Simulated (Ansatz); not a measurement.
For rock-salt TiC, r²SCAN (Ansatz, a quantum-chemistry and plane-wave program, plane waves, PAW) gives:

- lattice parameter a = 4.328 Å
- bulk modulus B0 = 262 GPa
- elastic constant C11 = 530 GPa
- elastic constant C44 = 190 GPa
- Voigt–Reuss–Hill shear modulus = 194 GPa
- formation enthalpy = -0.989 eV/atom

Problem. What does HSE06 (plane waves, PAW; Ansatz) give for the same quantities?

Solution. 
- lattice constant a: 4.305 Å (decreases by 0.5 %)
- bulk modulus: 276 GPa (increases by 5.3 %)
- elastic constant C11: 552 GPa (increases by 4.2 %)
- elastic constant C44: 204 GPa (grows by 7.4 %)
- Voigt–Reuss–Hill shear modulus: 205 GPa (goes up by 5.7 %)
- formation enthalpy: -0.999 eV/atom (moves by -0.010 eV/atom)

For comparison: lattice constant a 4.33 Å (measured, temperature not stated, no zero-point or thermal correction; as tabulated in Zhang et al. (2018), doi:10.1088/1367-2630/aac7f0); bulk modulus 240 GPa (measured, temperature not stated, not corrected to a static lattice, sources range from 235 to 268; as tabulated in Krasnenko and Brik (2013), arXiv:1306.3139); elastic constant C11 500 GPa (measured, temperature not stated, not corrected to a static lattice, sources range from 500 to 514; as tabulated in Jochym et al. (1999), arXiv:1301.6077); elastic constant C44 175 GPa (measured, temperature not stated, not corrected to a static lattice; as tabulated in Jochym et al. (1999), arXiv:1301.6077); formation enthalpy -0.956 ± 0.02 eV/atom (measured, 298 K, copied from a table, unchecked, no zero-point or thermal correction; as tabulated in Wang et al. (2021), doi:10.1038/s41598-021-94550-5).

Changes are worked out from the printed values.

Unless a cell is named, each level is at its own relaxed cell (r²SCAN 10.13, HSE06 9.97 Å³/atom).

Caveats: hybrids on metals are sensitive to the k mesh (HSE06); hybrids on metals are sensitive to the k mesh and can open a false gap (HSE06). Ansatz's density-functional and Hartree–Fock values are scalar-relativistic unless marked +SOC, with PAW data made under PBE.
